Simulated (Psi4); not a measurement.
**UMP2/cc-pVQZ (density fitting, density fitting for correlation, sweep point 6) run of BH2F− (SMILES [BH2-]F)**

What is the vertical electron affinity of BH2F− at UMP2/cc-pVQZ (density fitting, density fitting for correlation, sweep point 6)? 

The results are computed with Psi4 1.11.

## (1) The structure to begin with

BH2F− has 4 atoms, charge -1, and is taken as a doublet. SMILES: `[BH2-]F`. The shape is that of a GFN2-xTB optimisation.

Bond lengths: B1–F2 1.499 Å, B1–H3 1.242 Å, B1–H4 1.242 Å. Angles: F2–B1–H3 108.4°, F2–B1–H4 108.4°, H3–B1–H4 113.0°.

## (2) The energy at UMP2/cc-pVQZ (density fitting, density fitting for correlation, sweep point 6)

Input file bfh2.in:

```
memory 1.6 GB

molecule molecule1 {
  -1 2
  B     -0.086340     0.304430     0.102380
  F      1.031910    -0.468820     0.732960
  H     -1.140340    -0.333670     0.256190
  H      0.194760     0.498060    -1.091520
  symmetry c1
}

set basis cc-pVQZ
set reference uhf
set puream true
set scf_type df
set num_frozen_docc 0
set maxiter 150

E, wfn = energy("mp2", return_wfn=True)
```

Launch:

```console
$ psi4 -i bfh2.in -o bfh2.out -n 1
```

bfh2.out:

```text
[...]
  Running in c1 symmetry.
[...]
  Nuclear repulsion =   24.681591575925811
[...]
  Multiplicity = 2
[...]
  Nalpha       = 9
  Nbeta        = 8
[...]
    Number of basis functions: 170
[...]
   @DF-UHF iter   1:  -125.26571697028953   -9.24266e-01   2.07255e-03 DIIS/ADIIS
[...]
   @DF-UHF iter  12:  -125.32442774974115   -4.53184e-11   7.72194e-09 DIIS
[...]
   @S^2 Observed:                7.547040538E-01
[...]
    Orbital Energies [Eh]
    ---------------------
    Alpha Occupied:
       1A    -25.998466     2A     -7.376394     3A     -1.286835
       4A     -0.488418     5A     -0.389450     6A     -0.385615
       7A     -0.332651     8A     -0.205642     9A     -0.040156
    Alpha Virtual:
      10A      0.335368    11A      0.355627    12A      0.371584
      13A      0.399508    14A      0.419245    15A      0.475082
      16A      0.598123    17A      0.621251    18A      0.623465
      19A      0.677641    20A      0.690200    21A      0.718153
      22A      0.820344    23A      0.874395    24A      0.965358
      25A      1.010630    26A      1.040100    27A      1.046342
[...]
  @DF-UHF Final Energy:  -125.32442774974115
   => Energetics <=
    Nuclear Repulsion Energy =             24.6815915759258111
    One-Electron Energy =                -227.1564161722917561
    Two-Electron Energy =                  77.1503968466248011
    Total Energy =                       -125.3244277497411474
  UHF NO Occupations:
  HONO-2 :    7  A 1.9995768
  HONO-1 :    8  A 1.9983470
[...]
 Multipole Moments:
 ------------------------------------------------------------------------------------
     Multipole            Electronic (a.u.)      Nuclear  (a.u.)        Total (a.u.)
 ------------------------------------------------------------------------------------
 L = 1.  Multiply by 2.5417464519 to convert [e a0] to [Debye]
 Dipole X            :          2.4873316           -1.7653708            0.7219609
 Dipole Y            :         -0.9292882            0.3023381           -0.6269501
 Dipole Z            :          1.8907814           -1.5623787            0.3284027
 Magnitude           :                                                    1.0110105
[...]
```

Wall time 2.4 s (1 thread of Intel Xeon 6975P-C (Granite Rapids), shared host); peak memory 0.31 GiB.

## (3) Singlet [BH2F]2−

Input file bfh2.inp:

```
memory 1.6 GB

molecule {
  -2 1
  B     -0.086340     0.304430     0.102380
  F      1.031910    -0.468820     0.732960
  H     -1.140340    -0.333670     0.256190
  H      0.194760     0.498060    -1.091520
  units angstrom
  symmetry c1
}

set basis cc-pVQZ
set puream true
set scf_type df
set num_frozen_docc 0

e_tot, wfn = energy("mp2", return_wfn=True)
print_variables()
```

Launch:

```console
$ psi4 -n 1 bfh2.inp bfh2.out
```

bfh2.out:

```text
[...]
  Running in c1 symmetry.
[...]
  Nuclear repulsion =   24.681591575925811
[...]
  Multiplicity = 1
[...]
  Nalpha       = 9
  Nbeta        = 9
[...]
    Number of basis functions: 170
[...]
   @DF-RHF iter   1:  -124.81596338183917   -4.74512e-01   3.05842e-03 DIIS/ADIIS
[...]
   @DF-RHF iter  13:  -125.02497794171268   -1.10134e-11   2.16729e-09 DIIS
[...]
    Orbital Energies [Eh]
    ---------------------
    Doubly Occupied:
       1A    -25.787155     2A     -7.151278     3A     -1.078046
       4A     -0.267041     5A     -0.177948     6A     -0.174890
       7A     -0.109835     8A      0.013391     9A      0.263368
[...]
  @DF-RHF Final Energy:  -125.02497794171268
   => Energetics <=
    Nuclear Repulsion Energy =             24.6815915759258111
    One-Electron Energy =                -230.4742738249963452
    Two-Electron Energy =                  80.7677043073578602
    Total Energy =                       -125.0249779417126774
[...]
 Multipole Moments:
 ------------------------------------------------------------------------------------
     Multipole            Electronic (a.u.)      Nuclear  (a.u.)        Total (a.u.)
 ------------------------------------------------------------------------------------
 L = 1.  Multiply by 2.5417464519 to convert [e a0] to [Debye]
 Dipole X            :          3.8867627           -1.7653708            2.1213919
 Dipole Y            :         -2.5859122            0.3023381           -2.2835741
 Dipole Z            :          2.2547528           -1.5623787            0.6923741
 Magnitude           :                                                    3.1928664
[...]
```

It took 2.2 s on 1 thread of Intel Xeon 6975P-C (Granite Rapids), shared host; peak memory 0.31 GiB.

## (4) Summary of results

Level: UMP2/cc-pVQZ (density fitting, density fitting for correlation, sweep point 6).

| quantity | value |
| --- | --- |
| doublet BH2F−: total energy | -125.78698 Eh |
| doublet BH2F−: HOMO energy (Hartree–Fock orbitals) (highest over α and β) | -1.09 eV |
| doublet BH2F−: LUMO energy (Hartree–Fock orbitals) (lowest over α and β) | 8.53 eV |
| doublet BH2F−: correlation energy | -462.5 mEh |
| doublet BH2F−: ⟨S²⟩ of the reference determinant | 0.755 |
| singlet [BH2F]2−: total energy | -125.52379 Eh |
| singlet [BH2F]2−: HOMO energy (Hartree–Fock orbitals) | 7.17 eV |
| singlet [BH2F]2−: LUMO energy (Hartree–Fock orbitals) | 14.02 eV |
| singlet [BH2F]2−: HOMO–LUMO gap (to an unbound level, set by the basis) | 6.85 eV |
| singlet [BH2F]2−: correlation energy | -498.8 mEh |
| vertical electron affinity (to the singlet dianion) | -7.162 eV |

The dianion lies 7.16 eV (691 kJ/mol) above the anion: the electron isn't bound at this level, and such a value depends on the basis. Without diffuse functions anions come out too high. The HOMO (singlet [BH2F]2−) lies at positive energy, 7.17 eV: the electron is unbound at this level or held by a compact basis; values depend on the basis.
